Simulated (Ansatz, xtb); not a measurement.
# A geometry optimisation of CH4AlMg with r2SCAN-D4/def2-SVP

The starting geometry of this gas-phase doublet was built from a drawn formula by distance geometry and a force field; its bonds are those of `[MgH][CH][AlH2]`.

```yaml
atoms:
  - { symbol: C, position_ang: [-0.0922, -0.7775, 0.2363] }
  - { symbol: Al, position_ang: [0.1765, 1.2392, 0.0584] }
  - { symbol: Mg, position_ang: [-1.7783, -1.1729, 1.4897] }
  - { symbol: H, position_ang: [-3.1843, -1.4571, 2.5824] }
  - { symbol: H, position_ang: [0.8390, -1.1880, 0.7151] }
  - { symbol: H, position_ang: [-0.9032, 2.0006, -0.8137] }
  - { symbol: H, position_ang: [0.6556, 2.0347, 1.3519] }
```

Problem. Where would you expect an optimisation with r2SCAN-D4/def2-SVP to take it?

Solution. It keeps its bonds, and is `[MgH][CH][AlH2]`.

The energy falls by 0.63 eV over 14 steps:

| step | E − E(last) (eV) |
| --- | --- |
| 1 | 0.635 |
| 2 | 0.233 |
| 4 | 0.041 |
| 5 | 0.015 |
| 7 | 0.006 |
| 8 | 0.003 |
| 10 | 0.001 |
| 11 | 0.001 |
| 13 | 0.000 |
| 14 | 0.000 |

Final geometry (Å):

```xyz
7

C    -0.1808   -0.4587    0.8437
Al    0.1086    1.3330    0.2002
Mg   -1.9292   -1.3163    1.5876
H    -3.3709   -1.9957    2.1893
H     0.7148   -1.1120    0.8736
H    -1.0334    2.0455   -0.6623
H     1.4039    2.1833    0.5881
```

From the same start GFN2-xTB ends elsewhere, differing in Al2–Mg3 (3.02 against 3.62 Å here).

The end wasn't checked by frequencies. Open shells are spin-unrestricted. Run with Ansatz 0.2.0, 110 s on 1 thread of Arm Neoverse V1, with other jobs on the host.
